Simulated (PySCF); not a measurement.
# Deuteron quadrupole couplings in 3-methyl-1-butanol

3-methyl-1-butanol, C5H12O.
Numbering: `[CH3:1][CH:2]([CH3:3])[CH2:4][CH2:5][OH:6]` (hydrogens: H7, H8, H9 on C1; H10 on C2; H11, H12, H13 on C3; H14, H15 on C4; H16, H17 on C5; H18 on O6)

Structure used (PBE0-D3(BJ)/def2-TZVP), in Å, numbered top down from 1:
```xyz
18
C5H12O angstrom
C     -1.5430   -1.3263    0.3099
C     -0.6732   -0.2466   -0.3171
C     -1.3161    1.1237   -0.1468
C      0.7361   -0.2956    0.2659
C      1.7237    0.6469   -0.3938
O      3.0301    0.5241    0.1294
H     -2.5438   -1.3334   -0.1290
H     -1.6534   -1.1562    1.3854
H     -1.1078   -2.3196    0.1731
H     -0.5978   -0.4550   -1.3930
H     -2.3451    1.1190   -0.5145
H     -1.3420    1.4074    0.9102
H     -0.7769    1.9036   -0.6881
H      0.6991   -0.0776    1.3397
H      1.1201   -1.3202    0.1703
H      1.7194    0.4853   -1.4827
H      1.4408    1.6872   -0.2219
H      3.3057   -0.3909    0.0321
```

Level: PBE0/pcSseg-2 (PySCF, non-relativistic); Q(2H) = 0.00286 b; rigid geometry, the same for H and D, with no vibrational averaging.

Task: Rank these positions by the coupling χzz of a deuteron there, largest first.
A. H16 (methylene hydrogen)
B. H7 (methyl hydrogen)
C. H17 (methylene hydrogen)
D. H18 (hydroxyl hydrogen)

Result: D (311 kHz), B (192 kHz), C (186 kHz), A (178 kHz).

Task: Tabulate Vzz, the asymmetry η and χzz = 234.96 MHz × Q × Vzz for every hydrogen position.

Result: 
| atom | bonded to | bond length (Å) | Vzz (au) | η | χzz (kHz) |
| --- | --- | --- | --- | --- | --- |
| H7 | C1 | 1.093 | 0.2852 | 0.02 | 192 |
| H8 | C1 | 1.094 | 0.2826 | 0.02 | 190 |
| H9 | C1 | 1.093 | 0.2850 | 0.02 | 192 |
| H10 | C2 | 1.098 | 0.2720 | 0.00 | 183 |
| H11 | C3 | 1.093 | 0.2852 | 0.02 | 192 |
| H12 | C3 | 1.095 | 0.2821 | 0.02 | 190 |
| H13 | C3 | 1.092 | 0.2866 | 0.02 | 193 |
| H14 | C4 | 1.096 | 0.2758 | 0.01 | 185 |
| H15 | C4 | 1.098 | 0.2742 | 0.04 | 184 |
| H16 | C5 | 1.101 | 0.2650 | 0.06 | 178 |
| H17 | C5 | 1.092 | 0.2774 | 0.07 | 186 |
| H18 | O6 | 0.961 | 0.4624 | 0.13 | 311 |

Task: Average by the element that carries the hydrogen.

Result: on C: 188 kHz over 11 positions, mean bond length 1.095 Å; on O: 311 kHz over 1 position, mean bond length 0.961 Å.

Task: How does χzz go with the bond length over the 11 C–H bonds?

Result: A straight-line fit has a slope of -13.3 kHz for each 0.01 Å, with a correlation coefficient of -0.88, over lengths from 1.092 to 1.101 Å. The longer bonds have the smaller couplings here.

Geometry: PBE0-D3(BJ)/def2-TZVP, one conformer, isolated molecule.
